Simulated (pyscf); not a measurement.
PySCF, gas phase, ωB97X-D3(BJ)/def2-SVP geometries.

Question: Estimate the classical barrier height and the reaction energy of F–N•–F + F–SiH₃ → F–NH–F + F–SiH₂• at ωB97M-D3(BJ)/def2-TZVP. The step runs on the doublet surface, breaks H–Si and forms H–N; take the separated reactants as zero.

Answer: ΔE‡ = 107.7 kJ/mol, ΔE = +82.0 kJ/mol. Zero-point energy shifts the barrier by -3.8 kJ/mol. It is a hydrogen abstraction, with an imaginary mode of 1860i cm⁻¹. One saddle was located; it need not be the lowest between these sides. The angle at the transferred H is 156°.
